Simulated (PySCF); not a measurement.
# triplet C3H5F at 6 levels

Aim: a comparison of 6 runs (UB3LYP/6-31G*, U-r2SCAN/def2-SVP, U-revPBE/def2-SVP, UPBE/def2-SVP, UPBE0/def2-SVP, UTPSS/def2-SVP) of triplet C3H5F. The job is set up through a Python script.

The calculation is run with PySCF 2.14.0.

3 further runs of the same task are left out: 3 set aside as unsound or not needed.

## (1) Starting point

C3H5F has 9 atoms, charge 0, and is taken as a triplet. SMILES of the parent species: `C=CCF`. The shape is that of a PBE0-D4/def2-TZVP optimisation. That shape belongs to the parent species and isn't relaxed for this state.

Bond lengths: C1–C2 1.324 Å, C2–C3 1.486 Å, C3–F4 1.387 Å, C1–H5 1.084 Å, C1–H6 1.086 Å, C2–H7 1.087 Å, C3–H8 1.096 Å, C3–H9 1.094 Å. Some angles: C1–C2–C3 123.6°, C2–C3–F4 110.3°, C1–C2–H7 120.6°, C3–C2–H7 115.9°, C2–C1–H5 121.7°, C2–C1–H6 121.3°, C2–C3–H8 111.1°, C2–C3–H9 111.2°, F4–C3–H8 106.9°, F4–C3–H9 108.2°.

## (2) A single-point energy at UB3LYP/6-31G(d) (spherical functions) (run 1)

input.xyz

```xyz
9

C     -0.578000     1.122500    -0.608000
C      0.352500     0.215400    -0.353400
C      0.200500    -0.852800     0.668500
F      0.430500    -2.098200     0.102300
H     -0.422500     1.909200    -1.336700
H     -1.531700     1.114000    -0.089100
H      1.299800     0.230700    -0.886500
H      0.929800    -0.730800     1.477200
H     -0.806800    -0.852300     1.094700
```

job.py

```python
from pyscf import gto, dft

mol = gto.Mole()
mol.atom = 'input.xyz'
mol.basis = '6-31g*'
mol.verbose = 3
mol.charge = 0
mol.max_memory = 1860
mol.spin = 2
mol.build()

myscf = dft.UKS(mol, xc='b3lyp')
myscf.conv_tol = 1e-10
myscf.grids.level = 5
myscf.kernel()
if not myscf.converged:
    myscf = myscf.newton().run(myscf.mo_coeff, myscf.mo_occ)

e_tot = myscf.e_tot
print(f'total energy: {e_tot:.8f} hartree')
```

Run with:

```bash
$ OMP_NUM_THREADS=1 python job.py
```

Output:

```text
WARN: HOMO -0.081476576114571 >= LUMO -0.319229849037122

WARN: HOMO -0.0605679820585103 >= LUMO -0.129193896271916

WARN: HOMO -0.0927665414768621 >= LUMO -0.158023021787224

WARN: HOMO -0.112823707741755 >= LUMO -0.172334311619285

WARN: HOMO -0.108932805080009 >= LUMO -0.162967108386435

WARN: HOMO -0.109776326091057 >= LUMO -0.162996206914558

WARN: HOMO -0.109873236430071 >= LUMO -0.162793854457341

WARN: HOMO -0.10990397402994 >= LUMO -0.162780424382346

WARN: HOMO -0.10990909318074 >= LUMO -0.162785463628389

WARN: HOMO -0.109909187874292 >= LUMO -0.162788165045003

WARN: HOMO -0.109908824296871 >= LUMO -0.162788079389205

WARN: HOMO -0.109908690648718 >= LUMO -0.162788045898412

WARN: HOMO -0.109908811515024 >= LUMO -0.162788079430233

converged SCF energy = -216.960275236195  <S^2> = 2.006295  2S+1 = 3.0041938
total energy: -216.96027524 hartree
```

It took 23 s on 1 thread of Arm Neoverse V2, shared host; peak memory 0.36 GiB.

## (3) The energy at U-r2SCAN/def2-SVP (run 2)

job.py

```python
from pyscf import gto, dft

molecule = gto.M(
    atom='''
C     -1.092262     2.121218    -1.148953
C      0.666128     0.407047    -0.667829
C      0.378890    -1.611558     1.263282
F      0.813527    -3.965023     0.193319
H     -0.798409     3.607865    -2.525997
H     -2.894494     2.105155    -0.168375
H      2.456266     0.435960    -1.675242
H      1.757067    -1.381012     2.791503
H     -1.524631    -1.610614     2.068683
''',
    spin=2,
    unit='bohr',
    verbose=3,
    basis='def2-svp',
    max_memory=1860,
)

mf = dft.UKS(molecule, xc='r2scan')
mf.conv_tol = 1e-10
mf.grids.level = 5
mf.kernel()
if not mf.converged:
    mf = mf.newton().run(mf.mo_coeff, mf.mo_occ)

energy = mf.e_tot
print('Final energy', energy)
```

Run with:

```bash
$ OMP_NUM_THREADS=1 python job.py
```

Output:

```text
WARN: HOMO -0.101632490231075 >= LUMO -0.33059548765022

WARN: HOMO -0.0444592056771764 >= LUMO -0.144666109353622

WARN: HOMO -0.0801819587203503 >= LUMO -0.178054836399854

WARN: HOMO -0.103899030597511 >= LUMO -0.194252594001736

WARN: HOMO -0.0988185660419494 >= LUMO -0.182403473098326

WARN: HOMO -0.0994509047398342 >= LUMO -0.181999832862819

WARN: HOMO -0.0995083510450177 >= LUMO -0.18178893472454

WARN: HOMO -0.0994855082859885 >= LUMO -0.181722843703795

WARN: HOMO -0.0994994427379963 >= LUMO -0.181729319346695

WARN: HOMO -0.099503216758138 >= LUMO -0.181731999081255

WARN: HOMO -0.0995026107155175 >= LUMO -0.18173080888032

WARN: HOMO -0.0995027632403978 >= LUMO -0.181730706725828

WARN: HOMO -0.0995026089786291 >= LUMO -0.181730423706247

converged SCF energy = -216.692474060655  <S^2> = 2.0102376  2S+1 = 3.0068173
Final energy -216.6924740606549
```

It took 66 s on 1 thread of Arm Neoverse V2, shared host; peak memory 0.49 GiB.

Runs 3 to 5 aren't shown in full; the table further down has their settings and results.

## (4) A single-point energy at UTPSS/def2-SVP (run 6)

calc.py

```python
from pyscf import gto, dft

molecule = gto.M(
    atom='''
C   -0.578000   1.122500  -0.608000
C    0.352500   0.215400  -0.353400
C    0.200500  -0.852800   0.668500
F    0.430500  -2.098200   0.102300
H   -0.422500   1.909200  -1.336700
H   -1.531700   1.114000  -0.089100
H    1.299800   0.230700  -0.886500
H    0.929800  -0.730800   1.477200
H   -0.806800  -0.852300   1.094700
''',
    max_memory=1860,
    basis='def2-svp',
    spin=2,
    verbose=4,
)

ks = dft.UKS(molecule, xc='tpss')
ks.conv_tol = 1e-10
ks.grids.level = 5
ks.kernel()
if not ks.converged:
    ks = ks.newton().run(ks.mo_coeff, ks.mo_occ)

etot = ks.e_tot
print('E(%s) = %.9f' % ('TPSS', etot))
```

Run with:

```bash
$ OMP_NUM_THREADS=1 python calc.py
```

Output:

```text
PySCF version 2.14.0

[... 59 lines left out ...]
[... the frontier-level lines of each cycle are left out ...]
[... 5 lines left out ...]
[... 5 lines left out ...]
[... 5 lines left out ...]
[... 5 lines left out ...]
[... 5 lines left out ...]
[... 5 lines left out ...]
[... 5 lines left out ...]
[... 5 lines left out ...]
[... 5 lines left out ...]

cycle= 10 E= -216.837125369881  delta_E= -1.13e-08  |g|= 3.52e-05  |ddm|= 0.000247


cycle= 11 E= -216.837125370532  delta_E= -6.5e-10  |g|= 1.16e-05  |ddm|= 0.000101


cycle= 12 E= -216.837125370546  delta_E= -1.48e-11  |g|= 1.3e-05  |ddm|= 5.13e-05


cycle= 13 E= -216.837125370612  delta_E= -6.59e-11  |g|= 1.31e-06  |ddm|= 1.59e-05


Extra cycle  E= -216.837125370611  delta_E= 1.36e-12  |g|= 1.39e-06  |ddm|= 5.31e-06
converged SCF energy = -216.837125370611  <S^2> = 2.0081908  2S+1 = 3.0054556
E(TPSS) = -216.837125371
```

Wall time 72 s (1 thread of Arm Neoverse V2, shared host); peak memory 0.49 GiB.

## (5) Overview of the runs

| run | level | energy (Eh) | dipole moment (D) | HOMO energy (eV) | ⟨S²⟩ | wall time |
| --- | --- | --- | --- | --- | --- | --- |
| 1 | UB3LYP/6-31G* (spherical functions) | -216.960275 | 1.75 | -2.99 | 2.006 | 23 s |
| 2 | U-r2SCAN/def2-SVP | -216.692474 | 1.78 | -2.71 | 2.010 | 66 s |
| 3 | U-revPBE/def2-SVP | -216.735445 | 1.60 | -2.24 | 2.006 | 28 s |
| 4 | UPBE/def2-SVP | -216.542925 | 1.60 | -2.26 | 2.006 | 28 s |
| 5 | UPBE0/def2-SVP | -216.568857 | 1.84 | -3.61 | 2.008 | 28 s |
| 6 | UTPSS/def2-SVP | -216.837125 | 1.69 | -2.39 | 2.008 | 72 s |

## (6) What came out

```
                                 quantity          value
                      run 6: total energy  -216.83713 Eh
                     run 6: dipole moment         1.69 D
run 6: HOMO energy (highest over α and β)       -2.39 eV
                              run 6: ⟨S²⟩          2.008
```

What this shows: The dipole moment (its size) runs from 1.60 D (U-revPBE/def2-SVP) to 1.84 D (UPBE0/def2-SVP). Totals of different functionals can't be ranked against each other. All runs together took 4.1 min, the longest 72 s.
